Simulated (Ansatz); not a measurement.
C3H6F2O can be A, `CC(O)(F)CF`, or B, `COC(C)(F)F`.

Computed with Ansatz on PBE0-D4/def2-TZVP structures; ΔE is electronic, products minus reactants. CBS: MP2 limit from def2 TZ/QZ plus the TZ coupled-cluster correction, frozen cores. Functionals use def2-TZVPP. One conformer a species, not always the lowest.

(1) Which is lower in electronic energy at CCSD(T)/CBS, and by how much? (Estimate.)

(2) Give E(B) − E(A) in kcal/mol with PBE-D4, CCSD(T)/def2-TZVPP, PBE0-D4, MP2/def2-TZVPP, r2SCAN-D4, HF/def2-TZVPP, B2PLYP. (Best estimate.)

Largest T1 diagnostic: 0.011.

Results:

(1) Computed: A, by 2.5 kcal/mol.

(2) Ansatz gave: PBE-D4 1.6, CCSD(T)/def2-TZVPP 1.7, PBE0-D4 1.4, MP2/def2-TZVPP 2.1, r2SCAN-D4 0.7, HF/def2-TZVPP -0.6, B2PLYP 1.5. The order is the other way round with HF/def2-TZVPP.

In def2-TZVPP, CCSD(T) changes the Hartree–Fock value by +2.2 kcal/mol (the triples alone add +0.0 kcal/mol) and MP2 by +2.7 kcal/mol.
